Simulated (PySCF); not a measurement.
# BCCD(T)/STO-6G run of H3NO (hydroxylamine)

What is the energy change on altering one bond length of H3NO (hydroxylamine) at BCCD(T)/STO-6G? Input form: a Python script.

The calculation is run with PySCF 2.14.0.

8 further runs of the same task are left out: 8 set aside as unsound or not needed.

### Step 1. Starting point

The species is H3NO (5 atoms), meant as a singlet with charge 0. As SMILES, `NO`. Geometry: relaxed at PBE0-D4/def2-TZVP. This is one conformer, not always the lowest.

Bond lengths: N1–O2 1.422 Å, N1–H3 1.016 Å, N1–H4 1.016 Å, O2–H5 0.960 Å. Angles: N1–O2–H5 102.8°, O2–N1–H3 104.5°, O2–N1–H4 104.5°, H3–N1–H4 106.0°.

### Step 2. A single-point energy at BCCD(T)/STO-6G

File mol.xyz:

```xyz
5

N     -0.165120    -0.361290    -0.321170
O      0.364460     0.666040     0.508060
H     -0.162690    -1.190020     0.266770
H     -1.141650    -0.109840    -0.446210
H      1.105010     0.995100    -0.007440
```

File run.py:

```python
from pyscf import gto, cc
from pyscf.cc.bccd import bccd_kernel_

mol = gto.Mole()
mol.atom = 'mol.xyz'
mol.max_memory = 1860
mol.verbose = 3
mol.basis = 'sto-6g'
mol.build()

mf = mol.RHF()
mf.conv_tol = 1e-10
mf.kernel()
if not mf.converged:
    mf = mf.newton().run(mf.mo_coeff, mf.mo_occ)

mycc = cc.CCSD(mf, frozen=2).run()
mycc = bccd_kernel_(mycc, diis=True)
e_t = mycc.ccsd_t()
etot = mycc.e_tot + e_t
print('Final energy', etot)
```

The run is started by

```bash
$ OMP_NUM_THREADS=1 python run.py
```

Log:

```text
converged SCF energy = -130.502674916066
E(CCSD) = -130.614461479084  E_corr = -0.11178656301761
BCCD loop starts.

******** <class 'pyscf.cc.ccsd.CCSD'> ********
CC2 = 0
CCSD nocc = 7, nmo = 11
frozen orbitals 2
max_cycle = 50
direct = 0
conv_tol = 1e-07
conv_tol_normt = 1e-05
diis_space = 6
diis_start_cycle = 0
diis_start_energy_diff = 1e+09
Init E_corr(CCSD) = -0.111704913217809
cycle = 1  E_corr(CCSD) = -0.112900436644822  dE = -0.00119552343  norm(t1,t2) = 0.0170256
cycle = 2  E_corr(CCSD) = -0.112716795385172  dE = 0.00018364126  norm(t1,t2) = 0.00439946
cycle = 3  E_corr(CCSD) = -0.112607575455997  dE = 0.000109219929  norm(t1,t2) = 0.00202246
cycle = 4  E_corr(CCSD) = -0.112569221004188  dE = 3.83544518e-05  norm(t1,t2) = 0.000443221
cycle = 5  E_corr(CCSD) = -0.112557552871098  dE = 1.16681331e-05  norm(t1,t2) = 0.000143402
cycle = 6  E_corr(CCSD) = -0.112555033181112  dE = 2.51968999e-06  norm(t1,t2) = 3.34427e-05
cycle = 7  E_corr(CCSD) = -0.112554215921104  dE = 8.17260008e-07  norm(t1,t2) = 1.2859e-05
cycle = 8  E_corr(CCSD) = -0.11255417961776  dE = 3.63033431e-08  norm(t1,t2) = 3.51742e-06
CCSD converged
E(CCSD) = -130.6144107718932  E_corr = -0.1125541796177604
BCC iter:    0  E:    -130.614410771893  dE:    5.071e-05  |t1|:    1.795e-03

******** <class 'pyscf.cc.ccsd.CCSD'> ********
CC2 = 0
CCSD nocc = 7, nmo = 11
frozen orbitals 2
max_cycle = 50
direct = 0
conv_tol = 1e-07
conv_tol_normt = 1e-05
diis_space = 6
diis_start_cycle = 0
diis_start_energy_diff = 1e+09
Init E_corr(CCSD) = -0.112512944915159
cycle = 1  E_corr(CCSD) = -0.112449110264255  dE = 6.38346509e-05  norm(t1,t2) = 0.00165769
cycle = 2  E_corr(CCSD) = -0.112463345132729  dE = -1.42348685e-05  norm(t1,t2) = 0.000270452
cycle = 3  E_corr(CCSD) = -0.11247043578691  dE = -7.09065418e-06  norm(t1,t2) = 7.15112e-05
cycle = 4  E_corr(CCSD) = -0.112472489947942  dE = -2.05416103e-06  norm(t1,t2) = 1.42951e-05
cycle = 5  E_corr(CCSD) = -0.112473061838803  dE = -5.71890861e-07  norm(t1,t2) = 5.81348e-06
cycle = 6  E_corr(CCSD) = -0.112473047732488  dE = 1.41063153e-08  norm(t1,t2) = 1.48648e-06
CCSD converged
E(CCSD) = -130.614413174686  E_corr = -0.1124730477324877
BCC iter:    1  E:    -130.614413174686  dE:   -2.403e-06  |t1|:    1.914e-04

******** <class 'pyscf.cc.ccsd.CCSD'> ********
CC2 = 0
CCSD nocc = 7, nmo = 11
frozen orbitals 2
max_cycle = 50
direct = 0
conv_tol = 1e-07
conv_tol_normt = 1e-05
diis_space = 6
diis_start_cycle = 0
diis_start_energy_diff = 1e+09
Init E_corr(CCSD) = -0.112475838626666
cycle = 1  E_corr(CCSD) = -0.11248153600622  dE = -5.69737955e-06  norm(t1,t2) = 0.000167532
cycle = 2  E_corr(CCSD) = -0.112480178363981  dE = 1.35764224e-06  norm(t1,t2) = 2.4137e-05
cycle = 3  E_corr(CCSD) = -0.112479607995013  dE = 5.70368968e-07  norm(t1,t2) = 6.73956e-06
cycle = 4  E_corr(CCSD) = -0.112479431664114  dE = 1.76330899e-07  norm(t1,t2) = 1.64301e-06
cycle = 5  E_corr(CCSD) = -0.112479387045359  dE = 4.46187552e-08  norm(t1,t2) = 7.00398e-07
CCSD converged
E(CCSD) = -130.6144128345862  E_corr = -0.1124793870453588
BCC iter:    2  E:    -130.614412834586  dE:    3.401e-07  |t1|:    7.842e-06
CCSD(T) correction = -0.000612339690770143
Final energy -130.61502517427704
```

It took 1.1 s on 1 thread of Arm Neoverse V1, shared host; peak memory 0.12 GiB.

### Step 3. The distorted shape at the same level

File input.py:

```python
from pyscf import gto, cc
from pyscf.cc.bccd import bccd_kernel_

mol = gto.M(
    atom='''
N     -1.053813    -0.756177     0.297453
O     -0.524233     0.271153     1.126683
H     -1.051383    -1.584907     0.885393
H     -2.030343    -0.504727     0.172413
H      1.105010     0.995100    -0.007440
''',
    verbose=3,
    basis='sto-6g',
    max_memory=1860,
    spin=0,
)

mf = mol.RHF()
mf.conv_tol = 1e-10
mf.kernel()
if not mf.converged:
    mf = mf.newton().run(mf.mo_coeff, mf.mo_occ)

mycc = cc.CCSD(mf, frozen=2).run()
mycc = bccd_kernel_(mycc, diis=True)
e_t = mycc.ccsd_t()
e_tot = mycc.e_tot + e_t
print(f'total energy: {e_tot:.8f} hartree')
```

The run is started by

```bash
$ OMP_NUM_THREADS=1 python input.py
```

Log:

```text
converged SCF energy = -130.211939381128
E(CCSD) = -130.4923835365603  E_corr = -0.2804441554322221
BCCD loop starts.

******** <class 'pyscf.cc.ccsd.CCSD'> ********
CC2 = 0
CCSD nocc = 7, nmo = 11
frozen orbitals 2
max_cycle = 50
direct = 0
conv_tol = 1e-07
conv_tol_normt = 1e-05
diis_space = 6
diis_start_cycle = 0
diis_start_energy_diff = 1e+09
Init E_corr(CCSD) = -0.279683181976091
cycle = 1  E_corr(CCSD) = -0.285075754126805  dE = -0.00539257215  norm(t1,t2) = 0.0733933
cycle = 2  E_corr(CCSD) = -0.281812676803802  dE = 0.00326307732  norm(t1,t2) = 0.0434605
cycle = 3  E_corr(CCSD) = -0.283227544752019  dE = -0.00141486795  norm(t1,t2) = 0.0296062
cycle = 4  E_corr(CCSD) = -0.283308109571145  dE = -8.05648191e-05  norm(t1,t2) = 0.00275488
cycle = 5  E_corr(CCSD) = -0.283261626016954  dE = 4.64835542e-05  norm(t1,t2) = 0.0013301
cycle = 6  E_corr(CCSD) = -0.283185334818804  dE = 7.62911981e-05  norm(t1,t2) = 0.000405123
cycle = 7  E_corr(CCSD) = -0.283169254941726  dE = 1.60798771e-05  norm(t1,t2) = 0.000152666
cycle = 8  E_corr(CCSD) = -0.283167671395652  dE = 1.58354607e-06  norm(t1,t2) = 4.7323e-05
cycle = 9  E_corr(CCSD) = -0.283169559521049  dE = -1.8881254e-06  norm(t1,t2) = 2.05288e-05
cycle = 10  E_corr(CCSD) = -0.283170261342353  dE = -7.01821304e-07  norm(t1,t2) = 4.62792e-06
cycle = 11  E_corr(CCSD) = -0.283170252317028  dE = 9.02532565e-09  norm(t1,t2) = 1.62614e-06
CCSD converged
E(CCSD) = -130.4924496753396  E_corr = -0.2831702523170277
BCC iter:    0  E:    -130.492449675340  dE:   -6.614e-05  |t1|:    1.588e-02

******** <class 'pyscf.cc.ccsd.CCSD'> ********
CC2 = 0
CCSD nocc = 7, nmo = 11
frozen orbitals 2
max_cycle = 50
direct = 0
conv_tol = 1e-07
conv_tol_normt = 1e-05
diis_space = 6
diis_start_cycle = 0
diis_start_energy_diff = 1e+09
Init E_corr(CCSD) = -0.282778729923919
cycle = 1  E_corr(CCSD) = -0.281723915226218  dE = 0.0010548147  norm(t1,t2) = 0.03649
cycle = 2  E_corr(CCSD) = -0.283192214155118  dE = -0.00146829893  norm(t1,t2) = 0.0240626
cycle = 3  E_corr(CCSD) = -0.282588899447805  dE = 0.000603314707  norm(t1,t2) = 0.016977
cycle = 4  E_corr(CCSD) = -0.282608492869185  dE = -1.95934214e-05  norm(t1,t2) = 0.000261073
cycle = 5  E_corr(CCSD) = -0.282611796340891  dE = -3.30347171e-06  norm(t1,t2) = 0.000136217
cycle = 6  E_corr(CCSD) = -0.282606093752422  dE = 5.70258847e-06  norm(t1,t2) = 4.61533e-05
cycle = 7  E_corr(CCSD) = -0.282604293941171  dE = 1.79981125e-06  norm(t1,t2) = 2.23812e-05
cycle = 8  E_corr(CCSD) = -0.282604518339352  dE = -2.24398181e-07  norm(t1,t2) = 4.78635e-06
cycle = 9  E_corr(CCSD) = -0.282604596196787  dE = -7.78574349e-08  norm(t1,t2) = 2.05226e-06
CCSD converged
E(CCSD) = -130.4924746461105  E_corr = -0.282604596196787
BCC iter:    1  E:    -130.492474646111  dE:   -2.497e-05  |t1|:    6.843e-03

******** <class 'pyscf.cc.ccsd.CCSD'> ********
CC2 = 0
CCSD nocc = 7, nmo = 11
frozen orbitals 2
max_cycle = 50
direct = 0
conv_tol = 1e-07
conv_tol_normt = 1e-05
diis_space = 6
diis_start_cycle = 0
diis_start_energy_diff = 1e+09
Init E_corr(CCSD) = -0.282599885483881
cycle = 1  E_corr(CCSD) = -0.28293645902493  dE = -0.000336573541  norm(t1,t2) = 0.0110771
cycle = 2  E_corr(CCSD) = -0.282518681754504  dE = 0.00041777727  norm(t1,t2) = 0.00730414
cycle = 3  E_corr(CCSD) = -0.282720679595183  dE = -0.000201997841  norm(t1,t2) = 0.00514586
cycle = 4  E_corr(CCSD) = -0.282724580502702  dE = -3.90090752e-06  norm(t1,t2) = 9.00688e-05
cycle = 5  E_corr(CCSD) = -0.282729363860694  dE = -4.78335799e-06  norm(t1,t2) = 4.63211e-05
cycle = 6  E_corr(CCSD) = -0.282730292828536  dE = -9.28967842e-07  norm(t1,t2) = 8.77667e-06
cycle = 7  E_corr(CCSD) = -0.282730107320536  dE = 1.85508e-07  norm(t1,t2) = 4.89567e-06
cycle = 8  E_corr(CCSD) = -0.28273011786961  dE = -1.05490744e-08  norm(t1,t2) = 1.68701e-06
CCSD converged
E(CCSD) = -130.4924686085634  E_corr = -0.2827301178696104
BCC iter:    2  E:    -130.492468608563  dE:    6.038e-06  |t1|:    9.191e-05

******** <class 'pyscf.cc.ccsd.CCSD'> ********
CC2 = 0
CCSD nocc = 7, nmo = 11
frozen orbitals 2
max_cycle = 50
direct = 0
conv_tol = 1e-07
conv_tol_normt = 1e-05
diis_space = 6
diis_start_cycle = 0
diis_start_energy_diff = 1e+09
Init E_corr(CCSD) = -0.28273162757923
cycle = 1  E_corr(CCSD) = -0.282733006095995  dE = -1.37851677e-06  norm(t1,t2) = 0.000107858
cycle = 2  E_corr(CCSD) = -0.282734657228577  dE = -1.65113258e-06  norm(t1,t2) = 4.36123e-05
cycle = 3  E_corr(CCSD) = -0.282733596321654  dE = 1.06090692e-06  norm(t1,t2) = 3.38349e-05
cycle = 4  E_corr(CCSD) = -0.282733501531891  dE = 9.47897634e-08  norm(t1,t2) = 3.82886e-06
CCSD converged
E(CCSD) = -130.4924693161076  E_corr = -0.2827335015318909
BCC iter:    3  E:    -130.492469316108  dE:   -7.075e-07  |t1|:    1.090e-05

******** <class 'pyscf.cc.ccsd.CCSD'> ********
CC2 = 0
CCSD nocc = 7, nmo = 11
frozen orbitals 2
max_cycle = 50
direct = 0
conv_tol = 1e-07
conv_tol_normt = 1e-05
diis_space = 6
diis_start_cycle = 0
diis_start_energy_diff = 1e+09
Init E_corr(CCSD) = -0.282733472138076
cycle = 1  E_corr(CCSD) = -0.282733102617781  dE = 3.69520295e-07  norm(t1,t2) = 1.13707e-05
cycle = 2  E_corr(CCSD) = -0.282733221820732  dE = -1.19202951e-07  norm(t1,t2) = 3.17259e-06
cycle = 3  E_corr(CCSD) = -0.282733143280028  dE = 7.85407043e-08  norm(t1,t2) = 1.74269e-06
CCSD converged
E(CCSD) = -130.4924690592647  E_corr = -0.2827331432800279
BCC iter:    4  E:    -130.492469059265  dE:    2.568e-07  |t1|:    2.898e-06
CCSD(T) correction = -0.00594272859192511
total energy: -130.49841179 hartree
```

Run time: 1.3 s. Hardware: 1 thread of Arm Neoverse V1, shared host; peak memory 0.12 GiB.

### Step 4. Results

At BCCD(T)/STO-6G, 2 core orbitals frozen:

| quantity | value |
| --- | --- |
| first shape: total energy | -130.61503 Eh |
| first shape: correlation energy (2 core orbitals frozen) | -112.4 mEh |
| first shape: (T) correction | -0.61 mEh |
| distorted shape: total energy | -130.49841 Eh |
| distorted shape: correlation energy (2 core orbitals frozen) | -286.5 mEh |
| distorted shape: (T) correction | -5.94 mEh |
| energy change with the O2–H5 bond stretched from 0.960 to 2.113 Å | 3.173 eV |

In words: With the O2–H5 bond stretched from 0.960 to 2.113 Å the energy rises by 3.17 eV (73 kcal/mol). The first shape isn't relaxed at this level, so the change isn't measured from a minimum. A restricted reference can't describe the breaking bond well at this length. The minimal basis adds a large error of its own. The triples (first shape) make up 0.5 % of the correlation energy. The triples (distorted shape) make up 2.1 % of the correlation energy.
